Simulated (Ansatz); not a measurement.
A made-up structure of H$_{3}$SO (charge +1), closed shell:

| atom | x (Å) | y (Å) | z (Å) |
| --- | --- | --- | --- |
| O1 | -0.4575 | 0.4403 | -0.0119 |
| S2 | 0.4211 | -0.8300 | 0.3379 |
| H3 | -0.1699 | -1.5602 | 1.3214 |
| H4 | -0.4659 | 0.3725 | -0.9794 |
| H5 | 0.2313 | 1.1232 | -0.0037 |

It is relaxed with PBE-D4/def2-SVP and then PBE0-D4/def2-TZVP (Ansatz 0.2.0). Atoms count as bonded within 1.22 times the sum of their covalent radii (H–H: 0.88 Å). The end point is not checked to be a true minimum.

Task: Does its bonding change? (Judge from chemistry; the calculation decides.)

Result: By the calculation: No: no bond forms or breaks.

Where it ends: The first stage lowers the energy by 1.52 eV in 7 steps. It ends as H₃SO ([OH2][SH]), total charge +1:
| atom | x (Å) | y (Å) | z (Å) |
| --- | --- | --- | --- |
| O1 | -0.2853 | 0.3851 | -0.0925 |
| S2 | 0.6328 | -1.0502 | 0.3559 |
| H3 | -0.2887 | -1.3950 | 1.2793 |
| H4 | -0.6491 | 0.3730 | -0.9980 |
| H5 | 0.1493 | 1.2328 | 0.1197 |

Labels in which every atom is bracketed show which atoms are joined, not bond orders.

For scale, one of the runs: PBE0-D4/def2-TZVP relaxation, 86 basis functions, launched by `ansatz run in.yaml --threads 2 --pin off --events-out ev --progress --plain --max-ram 4352MiB`. Hardware: 2 CPU threads of an AMD EPYC, shared host. Wall time about 14 s.
